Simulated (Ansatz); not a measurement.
The pair A = H2O (SMILES O) (first 3 atoms), B = CH5N (SMILES CN); geometry from S66by8 set.
(charge 0, multiplicity 1):
```
atom    x (Å)    y (Å)    z (Å)
----  -------  -------  -------
O     -2.1168  -0.5594  -0.0047
H     -2.4755   0.3283   0.0276
H     -1.1553  -0.4218   0.0114
N      0.8551  -0.3424   0.0210
H      1.1505  -0.8951  -0.7738
H      1.1652  -0.8532   0.8378
C      1.5144   0.9659  -0.0193
H      1.2039   1.5476   0.8453
H      2.6057   0.9266  -0.0282
H      1.1877   1.5018  -0.9071
```

Correlated levels freeze the cores. MP2 and its Hartree–Fock in aug-cc-pVQZ, aug-cc-pVTZ are density fitted.

Programs: Ansatz (Gaussian orbitals). Values without a source in brackets are computed.

The counterpoise-corrected interaction energy is E(AB) − E(A in the pair's basis) − E(B in the pair's basis). Total energies (hartree):

```tsv
level	AB	A in the pair's basis	B in the pair's basis
HF/aug-cc-pVTZ	-171.3230486	-76.0599586	-95.2555182
MP2/aug-cc-pVTZ	-172.0076339	-76.3293169	-95.6675633
HF/aug-cc-pVQZ	-171.3342914	-76.0652556	-95.2614483
MP2/aug-cc-pVQZ	-172.0588721	-76.3518858	-95.6959779
CCSD(T)/aug-cc-pVTZ	-172.0597769	-76.3426558	-95.7064609
```

Question: Work out the counterpoise-corrected interaction energy at the basis-set limit: extrapolate the MP2 correlation part as X⁻³, take Hartree–Fock from the larger set, and add the CCSD(T) − MP2 difference of aug-cc-pVTZ.

Answer: 
1. Differences (1 hartree = 627.509 kcal/mol): HF/aug-cc-pVTZ -4.751; MP2/aug-cc-pVTZ -6.748; HF/aug-cc-pVQZ -4.761; MP2/aug-cc-pVQZ -6.908; CCSD(T)/aug-cc-pVTZ -6.689.
2. Correlation parts, MP2 less HF: -1.997 in aug-cc-pVTZ (X = 3), -2.147 in aug-cc-pVQZ (X = 4).
3. Limit (4³·(-2.147) − 3³·(-1.997))/(4³ − 3³) = -2.256; with HF/aug-cc-pVQZ it gives -7.017.
4. CCSD(T) less MP2 in aug-cc-pVTZ: 0.059.
Result: -6.96 kcal/mol, against -6.75 at MP2/aug-cc-pVTZ. It is an estimate of this method's limit, not of the exact value.

Ansatz is an electronic-structure program.
